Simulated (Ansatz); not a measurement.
A structure relaxed at PBE0-D4/def2-TZVP in Ansatz, charge 1, doublet:

| atom | x (Å) | y (Å) | z (Å) |
| --- | --- | --- | --- |
| Mg1 | -0.148 | 0.687 | -1.882 |
| Mg2 | -0.563 | -0.650 | 1.815 |
| S3 | 0.711 | -0.037 | 0.067 |

Task: Give its formula and point group.

Result: the cluster Mg₂S⁺. Point group C2v (tolerance 0.1 Å).

Task: Summarise the bond lengths by kind (pairs closer than 1.2 times the sum of covalent radii, bridged metal pairs left out).

Result: 2 × Mg–S 2.25 Å.

The structure comes from a short search, and lower isomers may exist.
